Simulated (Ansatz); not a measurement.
Compare A (`COC(=N)Cl`) with its isomer B (`C/N=C(/O)Cl`).

Computed with Ansatz on PBE0-D4/def2-TZVP structures; ΔE is electronic, products minus reactants. CBS: MP2 limit from def2 TZ/QZ plus the TZ coupled-cluster correction, frozen cores. Functionals use def2-TZVPP. B3LYP here is the variant with VWN-RPA as its local correlation; programs differ in this. Each species was taken in one conformer, which may not be the lowest.

A:

```xyz
9

C     1.074    0.429    0.213
O    -0.287    0.804    0.339
C    -1.186   -0.096   -0.072
N    -1.043   -1.239   -0.561
Cl   -2.766    0.554    0.167
H     1.650    1.271    0.590
H     1.335    0.247   -0.834
H     1.292   -0.461    0.810
H    -0.068   -1.509   -0.652
```

B:

```xyz
9

C    -0.585   -0.381   -1.151
N    -0.001   -0.546    0.148
C     0.439    0.396    0.832
O     0.982    0.241    2.042
Cl    0.458    2.086    0.407
H    -1.609   -0.761   -1.135
H    -0.029   -0.984   -1.873
H    -0.599    0.658   -1.494
H     0.945   -0.709    2.225
```

(1) Which is lower in electronic energy at CCSD(T)/CBS, and by how much? (An estimate is asked.)

(2) Give E(B) − E(A) in kcal/mol with BLYP-D4, CCSD(T)/def2-TZVPP, B3LYP-D4, LDA (SPW92), MP2/def2-TZVPP, CCSD/def2-TZVPP, B2PLYP. (Estimate.)

(3) Does the order hold for the free energy at 298.15 K (harmonic terms from PBE0-D4)? (Best estimate.)

Largest T1 diagnostic: 0.013.

Results:

(1) The calculation gave: B, by 8.9 kcal/mol.

(2) Computed: BLYP-D4 -9.1, CCSD(T)/def2-TZVPP -8.5, B3LYP-D4 -9.0, LDA (SPW92) -11.0, MP2/def2-TZVPP -9.6, CCSD/def2-TZVPP -8.3, B2PLYP -8.9. None reverses the order clearly.

(3) The calculation gave: Yes: G(B) − G(A) = -9.3 kcal/mol, for one conformer each.

Leaving LDA and LC-ωPBE aside and taking each functional with its dispersion term where it has one, the values, not all of them listed here, spread over 1.8 kcal/mol, from PBE-D4 to ωB97X-V. LDA lies −0.9 kcal/mol from PBE without D4. At CCSD(T), def2-SVP lies −0.9 kcal/mol from the extrapolated value and def2-TZVPP +0.5 kcal/mol.
